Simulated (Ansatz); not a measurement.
System: grey tin (α-Sn). Method: PBEsol (plane waves, PAW; Ansatz, a first-principles code).

Settings: plane-wave cutoff 520 eV, 10×10×10 k mesh, Fermi–Dirac smearing 0.01 eV, scalar-relativistic PAW data made under PBE.

Cell (relaxed at this level):

```cif
data_Sn8
_chemical_formula_sum 'Sn8'
_space_group_name_H-M_alt 'Fd-3m :1'
_space_group_IT_number 227
_space_group_name_Hall 'F 4d 2 3 -1d'
_cell_length_a 6.53868
_cell_length_b 6.53868
_cell_length_c 6.53868
_cell_angle_alpha 90.000
_cell_angle_beta 90.000
_cell_angle_gamma 90.000
loop_
_atom_site_label
_atom_site_type_symbol
_atom_site_symmetry_multiplicity
_atom_site_Wyckoff_symbol
_atom_site_fract_x
_atom_site_fract_y
_atom_site_fract_z
_atom_site_occupancy
Sn1 Sn 8 b 0.50000 0.50000 0.50000 1
```
(The calculation used a cell of 2 atoms; values per cell refer to that cell.)

**Question.** Give the computed bulk modulus B0 and width of the whole s-p valence band.

**Answer.** 
- bulk modulus B0: 41.0 GPa
- width of the whole s-p valence band: 10.57 eV

The run finds no gap.

Measured, for comparison: bulk modulus 42.8 GPa (0 K value with the zero-point phonon effect removed; as tabulated in Mejia-Rodriguez and Trickey (2018), arXiv:1807.09216). Computed (rounded) less measured: bulk modulus -4 %.

Spin–orbit coupling is not included; it can open a gap where bands touch, and shift volumes and moduli.

Cost on a shared machine: about 40 core-seconds (a rough figure).
